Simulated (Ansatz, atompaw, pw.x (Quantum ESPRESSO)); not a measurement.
pw.x on diamond Sn: one setting changed

Potential: PAW, atompaw 4.2.0.5, LDA (PW92); core [Kr] 4d10, reference 5s2 5p2; waves: 5s (bound): rc 3.00 bohr; 5s channel at 2.6 Ry: rc 3.00 bohr; 5p (bound): rc 3.00 bohr; 5p channel at 0.2 Ry: rc 3.00 bohr; 5d channel at 0.1 Ry: rc 3.00 bohr; 5d channel at 5.64 Ry: rc 2.35 bohr; local part: bessel scheme, radius 2.75 bohr; core correction: smooth core density matched at 1.50 bohr; augmentation: sinc compensation charge, radius 2.60 bohr; PAW radius 3.00 bohr; waves and projectors: custom rrkj gramschmidtortho.

The reference run (k-mesh 8³, cutoffs 40/400 Ry, Fermi–Dirac 0.01 Ry, mixing_beta 0.4, conv_thr 1e-9, no spin) gives 0.43 GPa at 33.988 Å³/atom, where all-electron LAPW gives 0.00 GPa. This run, with its own iteration cap, changes k-mesh shift to 1.

```
&control
  calculation='scf', prefix='x', pseudo_dir='./', outdir='./tmp', tstress=.true., disk_io='none'
/
&system
  ibrav=0, nat=2, ntyp=1, ecutwfc=40, ecutrho=400, nbnd=11,
  occupations='smearing', smearing='fd', degauss=0.01
/
&electrons
  conv_thr=1e-09, mixing_beta=0.4, electron_maxstep=50
/
ATOMIC_SPECIES
Sn 1.0 Sn.UPF
CELL_PARAMETERS angstrom
  0.00000000 3.23923063 3.23923063
  3.23923063 0.00000000 3.23923063
  3.23923063 3.23923063 0.00000000
ATOMIC_POSITIONS crystal
Sn 0.0000 0.0000 0.0000
Sn 0.2500 0.2500 0.2500
K_POINTS automatic
8 8 8 1 1 1
```

```bash
pw.x < Sn.scf.in > Sn.scf.out
```

Task: How does the run end?

Result: It converges in 7 iterations; the free energy moves by -2.9 meV/atom and the pressure by -0.06 GPa.

```
Message from routine setup:
     using ibrav=0 with symmetry is DISCOURAGED, use correct ibrav instead
     lattice parameter (alat)  =       8.6568  a.u.
     unit-cell volume          =     458.7248 (a.u.)^3
     number of electrons       =         8.00
     number of Kohn-Sham states=           11
     kinetic-energy cutoff     =      40.0000  Ry
     charge density cutoff     =     400.0000  Ry
     scf convergence threshold =      1.0E-09
     Exchange-correlation= SLA PW NOGX NOGC
     number of k points=    60  Fermi-Dirac smearing, width (Ry)=  0.0100
     iteration #  1     ecut=    40.00 Ry     beta= 0.40
     total energy              =    -646.27243368 Ry
     estimated scf accuracy    <       0.02798176 Ry
     iteration #  2     ecut=    40.00 Ry     beta= 0.40
     negative rho (up, down):  1.355E-06 0.000E+00
     total energy              =    -646.26804431 Ry
     estimated scf accuracy    <       0.00814352 Ry
     iteration #  3     ecut=    40.00 Ry     beta= 0.40
     negative rho (up, down):  1.523E-06 0.000E+00
     total energy              =    -646.26845832 Ry
     estimated scf accuracy    <       0.00008664 Ry
     iteration #  4     ecut=    40.00 Ry     beta= 0.40
     negative rho (up, down):  1.419E-06 0.000E+00
     total energy              =    -646.26848201 Ry
     estimated scf accuracy    <       0.00000547 Ry
     iteration #  5     ecut=    40.00 Ry     beta= 0.40
     negative rho (up, down):  3.143E-07 0.000E+00
     total energy              =    -646.26848239 Ry
     estimated scf accuracy    <       0.00000036 Ry
     iteration #  6     ecut=    40.00 Ry     beta= 0.40
     negative rho (up, down):  6.071E-07 0.000E+00
     total energy              =    -646.26848237 Ry
     estimated scf accuracy    <       0.00000014 Ry
     iteration #  7     ecut=    40.00 Ry     beta= 0.40
     negative rho (up, down):  5.964E-07 0.000E+00
     the Fermi energy is     4.0965 ev
!    total energy              =    -646.26848237 Ry
     estimated scf accuracy    <          8.1E-10 Ry
     smearing contrib. (-TS)   =      -0.00083309 Ry
     The total energy is F=E-TS. E is the sum of the following terms:
     one-electron contribution =       5.15433436 Ry
     hartree contribution      =       1.00027976 Ry
     xc contribution           =     -39.04210066 Ry
     ewald contribution        =     -14.08023616 Ry
     one-center paw contrib.   =    -599.29992659 Ry
     convergence has been achieved in   7 iterations
     negative rho (up, down):  5.964E-07 0.000E+00
          total   stress  (Ry/bohr**3)                   (kbar)     P=        3.69
     Message from routine punch:
     Nothing written, as per user request (disk_io='none')
```

The run took about 26 s on one core of a shared host (Intel(R) Xeon(R) Platinum 8259CL CPU @ 2.50GHz, 64 threads, 499 GiB, load 15).
